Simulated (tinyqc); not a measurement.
Inside a calculation. Method: extended Hueckel theory, for CH3. Computed by tinyqc, a small Python program that keeps every step (integrals from PySCF). Settings: charge = 0, K = 1.75, multiplicity = 2. Command: `OMP_NUM_THREADS=1 python tinyqc.py 25397 25398 out.jsonl` (the two numbers bound the seeds that draw the settings). One thread of a shared host (Intel(R) Xeon(R) Processor @ 2.60GHz), about 0.01 s of CPU time with the checks.

## Overlaps

Geometry (angstrom):

| atom | x | y | z |
|---|---|---|---|
| C | 0.000000 | 0.000000 | 0.092000 |
| H | 1.047000 | 0.000000 | 0.000000 |
| H | -0.523000 | 0.906000 | 0.000000 |
| H | -0.523000 | -0.906000 | 0.000000 |

Parameters chosen for this run:

| element | shell | Slater exponent | H_ii (eV) |
|---|---|---|---|
| H | 1s | 1.300000 | -13.600000 |
| C | 2s | 1.625000 | -21.400000 |
| C | 2p | 1.625000 | -11.400000 |

Slater orbitals, each expanded in six Gaussians scaled to its exponent.

overlap S, lower triangle:
```
           1C 2s     1C 2px     1C 2py     1C 2pz     2H 1s     3H 1s     4H 1s
1C 2s   1.000000
1C 2px  0.000000   1.000000
1C 2py  0.000000   0.000000   1.000000
1C 2pz  0.000000   0.000000   0.000000   1.000000
2H 1s   0.514395   0.502451   0.000000  -0.044150  1.000000
3H 1s   0.514896  -0.251336   0.435392  -0.044212  0.140442  1.000000
4H 1s   0.514896  -0.251336  -0.435392  -0.044212  0.140442  0.140595  1.000000
```

## Wolfsberg-Helmholz matrix

diagonal H_ii (eV): 1C 2s -21.400000, 1C 2px -11.400000, 1C 2py -11.400000, 1C 2pz -11.400000, 2H 1s -13.600000, 3H 1s -13.600000, 4H 1s -13.600000

K = 1.750000

H_ij = K' S_ij (H_ii + H_jj)/2 for i != j (the diagonal keeps H_ii), with K' = 1.75.

H (eV), lower triangle:
```
             1C 2s      1C 2px      1C 2py      1C 2pz       2H 1s       3H 1s       4H 1s
1C 2s   -21.400000
1C 2px    0.000000  -11.400000
1C 2py    0.000000    0.000000  -11.400000
1C 2pz    0.000000    0.000000    0.000000  -11.400000
2H 1s   -15.753338  -10.991125    0.000000    0.965791  -13.600000
3H 1s   -15.768677    5.497970   -9.524209    0.967138   -3.342529  -13.600000
4H 1s   -15.768677    5.497970    9.524209    0.967138   -3.342529   -3.346168  -13.600000
```

## Orbitals

valence electrons = 7

Solve H C = S C e through S^(-1/2); fill by pairs from the bottom, a degenerate level sharing its electrons equally; each orbital has its largest coefficient positive (the first on a tie).

orbital energies (eV): -24.314965  -15.745509  -15.745036  -11.426957  8.495028  8.532980  27.044688

occupations: 2.000000  2.000000  2.000000  1.000000  0.000000  0.000000  0.000000

coefficients:
```
             MO1        MO2        MO3        MO4        MO5        MO6        MO7
1C 2s   0.664118   0.000000   0.000056   0.057664   0.002436   0.000000   1.486783
1C 2px  0.000027   0.000000   0.530163  -0.000015   1.227496   0.000000  -0.003153
1C 2py  0.000000   0.530207   0.000000   0.000000   0.000000   1.228126   0.000000
1C 2pz  0.004976   0.000000   0.000016   0.996773  -0.000214   0.000000  -0.136444
2H 1s   0.198543   0.000000   0.498683  -0.019405  -1.068322   0.000000  -0.805759
3H 1s   0.198743   0.431669  -0.249120  -0.019396   0.531833  -0.924521  -0.810335
4H 1s   0.198743  -0.431669  -0.249120  -0.019396   0.531833   0.924521  -0.810335
```

sum of one-electron energies = -123.037976 eV

Within a degenerate level the vectors are fixed only up to a rotation; this is one choice.

## Mulliken analysis

P = C n C^T; charge = valence electrons (H 1, C 4) minus the sum of (P S)_ii on the atom; overlap population = 2 sum P_ij S_ij between two atoms.

charges: 1C -0.208549, 2H 0.069375, 3H 0.069587, 4H 0.069587

Overlap populations:

| pair | value |
|---|---|
| 2-1 | 0.803113 |
| 3-1 | 0.803572 |
| 3-2 | -0.047517 |
| 4-1 | 0.803572 |
| 4-2 | -0.047517 |
| 4-3 | -0.047572 |
